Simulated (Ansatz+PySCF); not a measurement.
Results of a calculation; reference values are marked as such.
This PySCF input gave a total energy of -133.27057 hartree.

```python
from pyscf import gto, scf, mp

mol = gto.M(atom="""
C -0.028730 -0.395260 0.740530
N -0.036820 0.875750 0.009850
C -0.028780 -0.398880 -0.741440
H 0.896920 1.263160 -0.006050
H -0.951540 -0.613860 1.278260
H -0.958730 -0.611210 -1.287200
H 0.878180 -0.705300 1.252690
H 0.877530 -0.713630 -1.251630
""", basis='cc-pvtz', charge=1, spin=1)
mf = scf.UHF(mol)
mf.kernel()
pt = mp.MP2(mf, frozen=3).run()
print(mf.e_tot, pt.e_corr, pt.e_tot)
```

Q: Write an input for Ansatz with the same method and basis set.

A:

```yaml
crystal:
  periodic: [false, false, false]
  atoms:
    - { symbol: C, position_ang: [-0.02873, -0.39526, 0.74053] }
    - { symbol: "N", position_ang: [-0.03682, 0.87575, 0.00985] }
    - { symbol: C, position_ang: [-0.02878, -0.39888, -0.74144] }
    - { symbol: H, position_ang: [0.89692, 1.26316, -0.00605] }
    - { symbol: H, position_ang: [-0.95154, -0.61386, 1.27826] }
    - { symbol: H, position_ang: [-0.95873, -0.61121, -1.2872] }
    - { symbol: H, position_ang: [0.87818, -0.7053, 1.25269] }
    - { symbol: H, position_ang: [0.87753, -0.71363, -1.25163] }
basis:
  gaussian: { orbitals: cc-pVTZ }
total_charge: 1
magnetization:
  spin_polarized: true
  initial_magnetization: 1
hamiltonian:
  xc: hf
correlation:
  method: mp2
  frozen_orbitals: { C: 1, H: 0, "N": 1 }
scf:
  omitted_lower_state_checks: [stability, starts, atomic_configurations, cluster_reference, orbital_swaps, given_window_search, neighbouring_geometries, increment]
```

Ansatz (development build ahead of 0.2.0) gave -133.27056 hartree, 0.07 meV from the first.
